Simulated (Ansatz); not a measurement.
Reaction (substitution at a C–O bond): `CC#COC=S` + CH₃SH → `CSC=S` + `CC#CO`

Program: Ansatz. Geometries: PBE0-D4/def2-TZVP. ΔE: electronic, gas phase. CCSD(T)/CBS adds triple-zeta CCSD(T) − MP2 to the extrapolated MP2 energy (def2 sets, frozen cores). This one scheme is used for every species. DFT in def2-TZVPP. B3LYP here is the variant with VWN-RPA as its local correlation; programs differ in this. One conformer a species, not always the lowest.

`CC#COC=S`:

```xyz
10

C    -0.335    1.473   -1.621
C     0.102    0.434   -0.707
C     0.465   -0.425    0.044
O     0.911   -1.377    0.828
C     0.217   -1.629    1.970
S     0.653   -2.760    3.008
H     0.395    2.284   -1.671
H    -0.471    1.075   -2.629
H    -1.288    1.898   -1.297
H    -0.649   -0.973    2.076
```

CH₃SH:

Z-matrix (Å, degrees):
```
C
S 1 1.806
H 1 1.089 2 111.5
H 1 1.089 2 111.5 3 -123.8
H 1 1.090 2 106.2 3 118.1
H 2 1.342 1 97.1 3 61.9
```

`CSC=S`:

```xyz
8

C     0.995    0.705    0.253
S    -0.675    0.362    0.837
C    -1.205   -0.828   -0.276
S    -2.661   -1.529   -0.250
H     1.617   -0.188    0.304
H     1.406    1.460    0.923
H     0.979    1.103   -0.761
H    -0.456   -1.084   -1.030
```

`CC#CO`:

Cartesian coordinates in Å:
```
C -1.029 -0.901 0.325
C 0.094 -0.040 -0.008
C 1.019 0.671 -0.282
O 2.079 1.379 -0.574
H -1.752 -0.380 0.957
H -1.553 -1.245 -0.571
H -0.689 -1.784 0.873
H 1.831 2.299 -0.720
```

(1) Is it downhill or uphill in electronic energy at CCSD(T)/CBS, and by how much? (An estimate is asked.)

(2) What do these levels give: ωB97X-V, PBE0, B3LYP, HF/def2-QZVPP, SCS-MP2/def2-QZVPP, HF/CBS(def2)? (An estimate is asked.)

Largest T1 diagnostic among the species: 0.016.

Results:

(1) The calculation gave: Downhill: ΔE = -36.7 kJ/mol.

(2) Ansatz gave: ωB97X-V -28.7, PBE0 -37.7, B3LYP -31.2, HF/def2-QZVPP -20.8, SCS-MP2/def2-QZVPP -35.0, HF/CBS(def2) -20.8 kJ/mol.

The D4 term adds −3.2 kJ/mol with B3LYP and −1.4 kJ/mol with PBE0; it sums over pairs of atoms, weighted by their polarisabilities, and B3LYP, whose exchange is more repulsive, gets the larger term. In def2-TZVPP, CCSD(T) changes the Hartree–Fock value by −9.7 kJ/mol (the triples alone add −2.1 kJ/mol) and MP2 by −16.3 kJ/mol.
